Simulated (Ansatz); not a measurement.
## How far each method lies from full CI for HAlGa, doublet

Geometry: a point of a breathe scan, not a stationary point.

```xyz
3

Al    0.0000    0.0000    0.3045
Ga    0.0000    0.0000   -2.0215
H     0.0000    0.0000    1.7171
```

Basis 6-31G (Cartesian d functions); Ansatz 0.2.0. Only valence electrons are correlated (noble-gas cores and the filled d shells of p-block atoms frozen), which leaves 7 electrons in 25 orbitals. Prefix R: restricted or restricted open-shell reference; prefix U: unrestricted. Active spaces: pair = (3e, 3o) about the gap; valence = (7e, 9o) chosen from the atoms' valence shells. No spin–orbit coupling is included, and no scalar relativity.

Full CI is exact within this basis and frozen core; it isn't the basis-set limit. The frozen core follows each run's orbitals, which can shift R against U totals by a few meV for light atoms and by up to 0.1 eV past Ca.

- UHF ⟨S²⟩: 1.309
- T1 diagnostic (RCCSD): 0.0212
- largest doubles amplitude (RCCSD): 0.096

```tsv
level	E − E(full CI) (kcal/mol)	share of correlation (%)	wall time
RHF	49.55	0.00	–
RMP2	16.65	66.40	–
RCCSD	1.63	96.72	–
RCCSD(T)	0.58	98.83	12 s
BCCD(T)	0.57	98.86	11 s
RCCSDT	0.10	99.80	–
RCCSDT(Q)	0.03	99.94	12 s
CASSCF (pair space)	40.76	17.74	–
MRCISD (pair space)	2.92	94.11	–
MRCISD+Q (pair space)	-0.59	101.19	7 s
CASSCF (valence space)	12.92	73.93	–
NEVPT2 (valence space)	4.00	91.94	6 s
NEVPT4(SD) (valence space)	0.67	98.64	7.5 s
MRCISD (valence space)	0.34	99.31	–
MRCISD+Q (valence space)	0.07	99.85	7.5 s
```

The correlation energy at full CI, counted from RHF, is -2.149 eV. That run took 2.3 min on 1 thread of Arm Neoverse V1, shared host over 7,273,250 determinants.

Run but not shown, since their state or frozen core can't be matched to the reference's or they repeat it: UHF, UMP2, UCCSD, UCCSD(T), UCCSDT, UCCSDT(Q).

Times hold each run's SCF and search for its determinant on a shared host, so for small cases they say little of a method's own cost; they ran on 1 thread of Arm Neoverse V1.

More than 5 meV below full CI, which no variational method can be: MRCISD+Q (pair space).

The full-CI state has the irrep B1 of C2v, in the program's axes (one component, if the state is degenerate).

Natural occupations of full CI about the gap: 1.968 1.949 1.874 0.986 0.069 0.048 0.042 0.022 0.013 0.008; effectively unpaired electrons, Σ n²(2−n)², 1.11.
